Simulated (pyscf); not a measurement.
PySCF, gas phase, ωB97X-D3(BJ)/def2-SVP geometries.

Task: O=SiH–Cl (SMILES O=[SiH]Cl) + H₂ (SMILES [H][H]) -> O=SiH₂ (SMILES O=[SiH2]) + HCl (SMILES Cl)
Surface: singlet. Broken: Cl–Si, H–H. Formed: H–Si, Cl–H. Give ΔE‡ and ΔE from ωB97M-D3(BJ)/def2-TZVP, relative to the separated reactants.

Result: ΔE‡ = 147.6 kJ/mol, ΔE = +92.7 kJ/mol. Zero-point energy shifts the barrier by +10.3 kJ/mol. It is a four-centre exchange, with an imaginary mode of 1153i cm⁻¹. On the product side the descent ends in a bound adduct, 38.2 kJ/mol under the separated species and 86.3 kJ/mol under the saddle at ωB97X-D3(BJ)/def2-TZVP. O=SiH–Cl lies 64.8 kJ/mol over its isomer HO–Si:–Cl [singlet] (electronic energy, ωB97M-D3(BJ)/def2-TZVP). This is the saddle that the search found; another between the same sides may lie lower.
